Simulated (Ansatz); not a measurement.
**Energy profile**

The step: CH₃N ([CH2][NH]) + SiH₄ → CH₇NSi ([CH3][NH][SiH3]); bonds formed: Si1–N6, H2–C7; bonds broken: Si1–H2 (atoms numbered as in the saddle structure below).

Si1  (-0.202, -1.093, -0.309)
H2  (-0.099, 0.282, -1.402)
H3  (0.863, -1.762, -1.126)
H4  (-0.231, -2.110, 0.832)
H5  (-1.636, -1.072, -0.714)
N6  (-0.010, 0.315, 0.837)
C7  (0.433, 1.358, 0.186)
H8  (-0.533, 0.440, 1.691)
H9  (1.258, 1.278, -0.501)
H10  (0.157, 2.365, 0.505)
(Å)

Electronic energies by CCSD(T) at an estimated basis limit (MP2 extrapolated from triple and quadruple zeta, plus CCSD(T) − MP2 in triple zeta), on PBE0-D4/def2-TZVP structures; CH$_{7}$NSi, singlet; no counterpoise correction. Program: Ansatz 0.2.0. Basis: def2-TZVPP and def2-QZVPP. Cores are frozen in the correlated methods. Extrapolation: Hartree–Fock as exp(−7.88 √X), correlation as X^−2.97.

Problem. Give the profile in eV, counted from the separated reactants. (To be estimated.)

Solution. By the calculation:
```json
{"point": "separated: SiH$_{4}$ (Si1, H2, H3, H4, H5; singlet) + CH$_{3}$N (linked as [CH2][NH]; N6, C7, H8, H9, H10; singlet)", "eV": "0.000"}
{"point": "start structure", "eV": "-0.112"}
{"point": "saddle", "eV": "2.039"}
{"point": "end structure", "eV": "-1.709"}
```

No T1 diagnostic of these runs exceeds 0.024.

For scale, one of the runs: CCSD(T)/def2-TZVPP, 202 basis functions, launched by `ansatz run in.yaml --threads 2 --pin off --events-out ev --progress --plain --max-ram 4352MiB`. The run took 51 s on 2 CPU threads of an Arm Neoverse V2 (shared host), with 2.5 GiB of host memory at its peak.
